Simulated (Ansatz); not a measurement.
```xyz
12

C    -0.4732   -1.0801   -1.1580
N     0.4792   -0.8328   -0.0882
C     0.2598    0.3619    0.6153
O    -0.8920    0.3144    1.4020
C     0.8332    1.6075    0.2068
N     1.4207    1.0855    1.1932
H    -0.3969   -0.2801   -1.8983
H    -0.2131   -2.0154   -1.6561
H    -1.5162   -1.1381   -0.8222
H     0.4901   -1.6063    0.5667
H    -0.8840    1.0597    2.0097
H     0.8924    2.5239   -0.3708
```

The species carries charge 0 and has multiplicity 1.

(1) List the ωB97M-V/def2-TZVPP orbital energies in eV (Ansatz). (An estimate is asked.)

## Answers

(1) The calculation gave: Occupied: -526.44, -395.35, -394.49, -284.73, -283.11, -281.95, -32.70, -30.35, -28.06, -22.04, -19.84, -19.44, -17.81, -16.76, -15.64, -14.89, -14.28, -13.31, -12.79, -12.56, -11.70, -9.69, -9.35. Lowest empty: 1.55, 2.70, 3.21, 3.45, 3.73, 4.66, 5.03, 5.50.
